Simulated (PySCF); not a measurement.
Species: C3H8FO (charge +1).
InChI=1S/C3H8FO/c1-5(2)3-4/h3H2,1-2H3/q+1

Torsions of this conformer, `[CH3:1][O+:2]([CH3:3])[CH2:4][F:5]`: C1–O2–C4–F5 -69°.

The closed-shell ground state was solved at several levels (PySCF, density fitting, gas phase, non-relativistic). Isolated species at its PBE0-D3(BJ)/def2-SVP geometry (one conformer only).

```tsv
level	basis functions	HOMO (eV)	LUMO (eV)	gap (eV)
B3LYP/pcJ-1	215	-15.37	-4.78	10.59
PBE/pcSseg-2	292	-13.93	-5.92	8.01
PBE0/pcSseg-1	125	-15.63	-4.54	11.09
```

Problem. Estimate the row for B3LYP/def2-SVPD, a basis of 170 functions; the other rows only guide the guess.

Solution. HOMO -15.39 eV, LUMO -4.93 eV, gap 10.46 eV.

Problem. Over all these levels, which gives the widest orbital gap and which the narrowest?

Solution. PBE0/pcSseg-1 (global hybrid, 25 % exact exchange) has the widest, 11.09 eV, and PBE/pcSseg-2 (GGA) the narrowest, 8.01 eV. Functional and basis both differ between the two, so the spread mixes both effects.
